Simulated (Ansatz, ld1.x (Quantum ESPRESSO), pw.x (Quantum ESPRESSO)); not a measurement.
**Which Al potential is closest to all-electron in the fcc crystal?**

All use PBEsol, scalar-relativistic, no spin, cutoffs from each file’s atomic test, pw.x 7.5; 14³ k-points, Fermi–Dirac smearing 0.01 Ry. Δ is the rms difference from all-electron LAPW of the E(V) curves that follow from fits to the pressures, over ±6 % in volume. Mesh and smearing are coarse and serve the comparison alone. The files are a selection: those with a ghost or negative overlap were mostly not run, and those with noisy or unconverged pressures or nearly equal Δ are left out.

All-electron: a0 = 4.015 Å (V0 = 16.18 Å³/atom), B0 = 81.2 GPa.

(1) Rank them by Δ, smallest first.
A. norm-conserving Troullier–Martins (Kleinman–Bylander form), ld1.x (Quantum ESPRESSO) 7.5, PBEsol; core [Ne], reference 3s2 3p1; waves: 3p (bound): rc 2.75 bohr; 3d channel at 0.15 Ry: rc 2.45 bohr; 3s (bound): rc 1.90 bohr; local part: the s channel; core correction: a·sin(br)/r model core inside 1.25 bohr.
B. ultrasoft, ld1.x (Quantum ESPRESSO) 7.5, PBEsol; core [Ne], reference 3s2 3p1; waves: 3s (bound): rcut 1.45, rcutus 1.85 bohr; 3s channel at 1.15 Ry: rcut 1.45, rcutus 1.85 bohr; 3p (bound): rcut 2.05, rcutus 2.20 bohr; 3p channel at 0.1 Ry: rcut 2.05, rcutus 2.20 bohr; 3d channel at -0.1 Ry: rcut 1.70, rcutus 2.05 bohr; local part: all-electron potential smoothed inside 1.40 bohr (lloc = -1); core correction: Bessel-smoothed model core inside 1.45 bohr; augmentation: built from norm-conserving waves at rcut, not smoothed further.
C. norm-conserving Troullier–Martins (Kleinman–Bylander form), ld1.x (Quantum ESPRESSO) 7.5, PBEsol; core [Ne], reference 3s2 3p1; waves: 3s (bound): rc 1.85 bohr; 3d channel at 0.35 Ry: rc 2.50 bohr; 3p (bound): rc 2.35 bohr; local part: the p channel; core correction: none.

Results:

(1) B (0.7 meV/atom), C (1.5 meV/atom), A (2.9 meV/atom).
